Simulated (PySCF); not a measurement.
Structure problem from calculated spectra and properties.

Elements present: C, H, N and S. Monoisotopic mass: 87.0143 u.

| Quantity | Value |
| --- | --- |
| UV, strongest line | among the 10 lowest singlet transitions: S7 at 7.29 eV (170 nm, f = 0.482) [TDDFT CAM-B3LYP/def2-SVPD] |
| Valence photoelectron | vertical ionisation energy: 9.20 eV [ΔSCF CAM-B3LYP/def2-SVPD] |
| Rotational structure | rotational constants A, B, C: 17.438, 1.620, 1.510 GHz [PBE0-D3(BJ)/def2-SVP] |
| 1H NMR | chemical shifts (computed TMS as zero) by class: 3.51 (2 H), 1.34 (3 H) ppm [GIAO KT3/pcSseg-2] |
| Polarisability | 69.6 au [CAM-B3LYP/def2-SVPD] |
| 13C NMR | chemical shifts (computed TMS as zero) by class: 122.7 (1 C), 43.0 (1 C), 19.6 (1 C) ppm [GIAO KT3/pcSseg-2] |
| NMR, other nuclei | isotropic shieldings of nuclei other than C and H, by class: 153 (1 N), 749 (1 S) ppm [GIAO KT3/pcSseg-2] |

The electronic properties come from PySCF, for the isolated species, density fitting. Levels stand in brackets. One conformer (not necessarily the lowest) at the PBE0-D3(BJ)/def2-SVP geometry, without solvent, vibrations or thermal averaging. NMR values are class means; diastereotopic atoms form classes of their own.

Question: Which formula fits the mass and the elements?

Answer: C3H5NS (calculated 87.0143). No other formula that holds each of these elements comes within 0.0003 u with a fitting electron parity and a possible valence count.

Question: Give a SMILES that accounts for the data.

Answer: Numbering: `[CH3:1][CH2:2][N:3]=[C:4]=[S:5]`. Its formula, C3H5NS, gives 2 degrees of unsaturation: 0 rings and 2 π bonds in the structure found. 3 carbons fall into 3 classes; from least to most shielded: isothiocyanate carbon [C4] (122.7 ppm), sp3 carbon bound to nitrogen [C2] (43.0 ppm), methyl carbon [C1] (19.6 ppm). Hydrogen classes from least to most shielded: 2 H on an sp3 carbon bound to nitrogen, C2 (3.51 ppm), 3 H on a methyl carbon, C1 (1.34 ppm). The other shieldings belong to: 153 ppm, isothiocyanate nitrogen [N3]; 749 ppm, sulfur bonded to C [S5]. The first electron is taken from the HOMO, whose largest Löwdin shares are 0.58 on the sulfur bonded to C, 0.18 on the isothiocyanate nitrogen and 0.17 on the isothiocyanate carbon. The optimised geometry has point group Cs and is an asymmetric top. Structure: ethyl isothiocyanate, `CCN=C=S`. Computed isomers that give other values at the same levels: `[H]/N=C\CC=S` (rotational constant A: 13.381 GHz; this holds for the one conformer computed); `N#CCCS` (vertical ionisation energy: 9.95 eV); `CSCC#N` (rotational constant A: 7.753 GHz; this holds for the one conformer computed). The assignments are read from this structure; whether some other isomer fits the data as well wasn't checked.

Conformer computed: `[CH3:1][CH2:2][N:3]=[C:4]=[S:5]`: C1–C2–N3–C4 -1°.
